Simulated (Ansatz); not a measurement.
in.yaml

```yaml
crystal:
  periodic: [false, false, false]
  atoms:
    - {symbol: N, position_ang: [0.073998, 0.000129, 0.504959]}
    - {symbol: C, position_ang: [-0.090877, 0.008503, -0.769076]}
    - {symbol: H, position_ang: [-0.014256, 0.832937, 1.064532]}
    - {symbol: H, position_ang: [0.068852, -0.936049, 1.082746]}
basis:
  gaussian: {orbitals: cc-pVDZ}
magnetization: {spin_polarized: true, initial_magnetization: 1}
correlation: {method: bccd, electrons: valence}
accuracy: high
output: {forces: true}
```

```sh
$ ansatz run in.yaml --threads 1 --pin off --events-out ev --progress --plain --max-ram 2393MiB
```

Question: Roughly how long does this take on 1 thread of Arm Neoverse V1, shared host, and how much host memory?

Answer: 9.5 s wall and 0.22 GiB.

```
825 factors; integrals over basis functions are off by at most 3.4e-9 eV
mean field evaluation 1: about -2539.8919 eV, gradient 1.3e1 eV
mean field evaluation 2: about -2539.8932 eV, gradient 1.3e1 eV
mean field evaluation 4: about -2541.0793 eV, gradient 2.1e0 eV
mean field evaluation 8: about -2541.1244 eV, gradient 2.2e-1 eV
mean field evaluation 16: about -2540.9368 eV, gradient 4.6e0 eV
mean field evaluation 32: about -2538.9240 eV, gradient 2.8e-2 eV
mean field evaluation 64: about -2538.9239 eV, gradient 1.1e-2 eV
mean field -2541.12669022 eV, -93.3846834279 hartree, gradient 1.9e-8 eV, S^2 0.766713; 1 other end points of the search recorded, 0 dependent functions left out
determinant -2541.12669022 eV, -93.3846834279 hartree, with singles and doubles -2548.91038071 eV, -93.6707287777 hartree
determinant -2538.92380314 eV, -93.3037288209 hartree, with singles and doubles -2546.54396327 eV, -93.5837645407 hartree
2 core orbitals not correlated: weight in the atoms' cores, before any rotation towards them, 1.000 or more for the frozen orbitals, at most 0.000 for the correlated occupied ones
reference -2541.12669022 eV, -93.3846834279 hartree; 6, 5 occupied and 30, 31 virtual orbitals, 825 factors
second order -7.06147731 eV of doubles, -0.00000000 eV of singles
cycle   1  -7.76658746 eV  change    1.7e-2 eV  update   7.5e-3
cycle   2  -7.76840251 eV  change   -1.8e-3 eV  update   2.3e-3
cycle   3  -7.76824804 eV  change    1.5e-4 eV  update   1.0e-3
...
cycle  16  -7.76794576 eV  change    1.1e-7 eV  update   1.7e-7
cycle  17  -7.76794572 eV  change    3.4e-8 eV  update   7.9e-8
cycle  18  -7.76794578 eV  change   -6.3e-8 eV  update   3.7e-8
cycle  19  -7.76794578 eV  change    9.6e-9 eV  update   2.4e-8
cycle  20  -7.76794545 eV  change    3.2e-7 eV  update   7.6e-8
cycle  21  -7.76794547 eV  change   -1.9e-8 eV  update   2.6e-8
cycle  22  -7.76794546 eV  change    1.3e-8 eV  update   9.1e-9
cycle  23  -7.76794546 eV  change   -4.0e-9 eV  update   4.3e-9
cycle  24  -7.76794546 eV  change  -4.8e-10 eV  update   1.8e-9
cycle  25  -7.76794546 eV  change   3.2e-10 eV  update   1.0e-9
the calculation of the forces begins
Total energy: -2548.89463568 eV, -93.6701501583 hartree
Atom 0 at     0.073998     0.000129     0.504959 Å, force    -0.260865    -2.665025     1.776471 eV/Å
Atom 1 at    -0.090877     0.008503    -0.769076 Å, force    -0.009851     0.002424    -1.312115 eV/Å
Atom 2 at    -0.014256     0.832937     1.064532 Å, force     0.103295     0.682144     0.621357 eV/Å
Atom 3 at     0.068852    -0.936049     1.082746 Å, force     0.167421     1.980458    -1.085713 eV/Å
Dipole moment:     0.024394    -0.012807     0.768344 e Å
```

Forces (eV/Å):
```
N   -0.261 -2.665  1.776
C   -0.010  0.002 -1.312
H    0.103  0.682  0.621
H    0.167  1.980 -1.086
```
